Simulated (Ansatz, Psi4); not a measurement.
# SClO2F (sulfuryl chloride fluoride): from total energies to a heat of formation

SClO2F: 5 atoms, total charge 0, spin state singlet. As SMILES, `O=S(=O)(F)Cl`. Geometry: relaxed at PBE0-D4/def2-TZVP.

Total energies at MP3/def2-SVP, 13 core orbitals frozen (Psi4 1.11); the atoms run unrestricted:

| species | state | energy (Eh) |
| --- | --- | --- |
| SClO2F | singlet | -1106.426583 |
| O | triplet | -74.834629 |
| S | triplet | -397.463974 |
| F | doublet | -99.432323 |
| Cl | doublet | -459.443366 |

Harmonic wavenumbers at PBE0-D4/def2-TZVP, in cm⁻¹: 290, 302, 421, 475, 505, 636, 844, 1265, 1507.

Measured heats of formation of the gaseous atoms at 298.15 K, in kJ/mol: O 249.2, S 277.0, F 79.4, Cl 121.3. Spin-orbit lowering of the atoms at 298 K (mean of the ground term's levels less their thermal mean, from spectra), in kJ/mol: O 0.40, S 1.88, F 1.29, Cl 3.44. Take 1 Eh = 2625.50 kJ/mol, 1 cm⁻¹ = 0.0119627 kJ/mol, RT = 2.479 kJ/mol.

Question: What heat of formation follows?

Answer: 
1. Electronic atomisation energy: 2 × (-74.834629) + (-397.463974) + (-99.432323) + (-459.443366) − (-1106.426583) = 0.417662 Eh = 1096.6 kJ/mol.
2. Zero-point energy: half the sum of the wavenumbers, 3122.5 cm⁻¹ = 37.4 kJ/mol.
3. Thermal vibrational enthalpy, Σ hcν̃/(exp(hcν̃/kT) − 1): 4.8 kJ/mol. Translation, rotation and pV of a non-linear molecule: 4 RT = 9.9 kJ/mol.
4. The 5 free atoms carry 5/2 RT each: 31.0 kJ/mol.
5. Spin-orbit coupling lowers the free atoms by 2 × 0.40 + 1.88 + 1.29 + 3.44 = 7.4 kJ/mol.
6. Atomisation enthalpy at 298 K: 1096.6 − 7.4 − 37.4 − 4.8 − 9.9 + 31.0 = 1068.1 kJ/mol.
7. Sum of the atoms' heats of formation: 976.1 kJ/mol. Heat of formation: 976.1 − 1068.1 = -92.0 kJ/mol.

The tabulated value is -556.5 kJ/mol (NIST-JANAF tables; in doubt: it may be an older value or an estimate), so this level is off by +464.5 kJ/mol, or 30.3 % of the atomisation enthalpy that the table implies (1532.6 kJ/mol). Perturbation theory converges slowly with the basis for atomisation. A double-zeta basis underbinds. Anharmonicity and any spin-orbit splitting of the molecule are left out, and so is core correlation.
